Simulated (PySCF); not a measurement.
Molecule: 5-fluoropent-1-ene (C=CCCCF, C₅H₉F).

Geometry (Å), atoms numbered from 1 in this order:
```xyz
15

C     2.6625   -0.2274   -0.0309
C     1.4420   -0.4533    0.4569
C     0.2323    0.3849    0.1960
C    -0.9004   -0.3929   -0.4706
C    -2.1673    0.4161   -0.6099
F    -2.6288    0.7937    0.6299
H     2.8670    0.6309   -0.6794
H     3.5034   -0.8857    0.2025
H     1.2850   -1.3290    1.1009
H     0.5055    1.2554   -0.4244
H    -0.1515    0.7860    1.1503
H    -0.5904   -0.7367   -1.4719
H    -1.1253   -1.3011    0.1146
H    -2.9577   -0.1690   -1.1105
H    -1.9894    1.3325   -1.2008
```

Geometry PBE0-D3(BJ)/def2-SVP throughout; GIAO in PySCF 2.14, gas phase, one conformer, non-relativistic; equivalent atoms averaged; functional PBE0.

For orientation, pcSseg-1 gives these absolute shieldings σ: C1 61.6, C3 149.4, C4 149.9, F6 422.1, H9 25.27, H8 25.99, H7 25.87, H10/H11 29.11, H12/H13 29.84 ppm.

A run gave: C1 129.0, C3 203.4, C4 208.6, F6 452.7, H9 27.27, H8 27.36, H7 27.57, H10/H11 30.99, H12/H13 31.68 ppm (absolute shieldings σ).

Q: Which basis set was used in that run?
A. 6-31G*
B. def2-SVP
C. STO-3G
D. 6-311+G(2d,p)

A: C. C1 tells them apart best: STO-3G gives 129.0, 6-31G* gives 81.6, def2-SVP gives 78.2, 6-311+G(2d,p) gives 67.0 ppm.
